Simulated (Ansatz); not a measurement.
# BClH2O: the cost of one run

The runs use Ansatz 0.2.0, Gaussian basis; PBE0-D4/def2-SVP.

## 1. Where the work starts

The start, a first-order saddle point found at PBE0-D4 in triple zeta: 5 atoms, charge 0, spin multiplicity 1.

Atoms are counted from 1 here; the program's logs count them from 0.

Bond lengths: B1–O3 1.247 Å, B1–H5 1.178 Å, Cl2–H4 1.486 Å. Angles: O3–B1–H5 157.3°.

Coordinates:

```xyz
5
charge 0, multiplicity 1
B    -0.3518   -0.0194   -0.5699
Cl    0.9851    0.8423    1.0671
O    -0.4486   -1.1207    0.0080
H     0.3473   -0.4896    0.9038
H    -0.5319    0.7874   -1.4091
```

## 2. Dynamics

File md/in.yaml:

```yaml
crystal:
  periodic: [false, false, false]
  atoms:
    - {symbol: B, position_ang: [-0.351808, -0.019423, -0.569880]}
    - {symbol: Cl, position_ang: [0.985081, 0.842343, 1.067108]}
    - {symbol: O, position_ang: [-0.448634, -1.120710, 0.008012]}
    - {symbol: H, position_ang: [0.347255, -0.489610, 0.903838]}
    - {symbol: H, position_ang: [-0.531893, 0.787400, -1.409077]}
basis:
  gaussian: {orbitals: def2-SVP}
hamiltonian: {xc: pbe0, dispersion: d4}
md: {n_steps: 30, timestep: 0.5, temperature: 1500, ensemble: nve, seed: 675, initial_velocities: maxwell_boltzmann}
```

The run is started by

```sh
ansatz run in.yaml --threads 2 --pin off --events-out ev --progress --plain --max-ram 4352MiB
```

**Question.** How long does this run take on 2 threads of Arm Neoverse V1, shared host?

About 20 s.
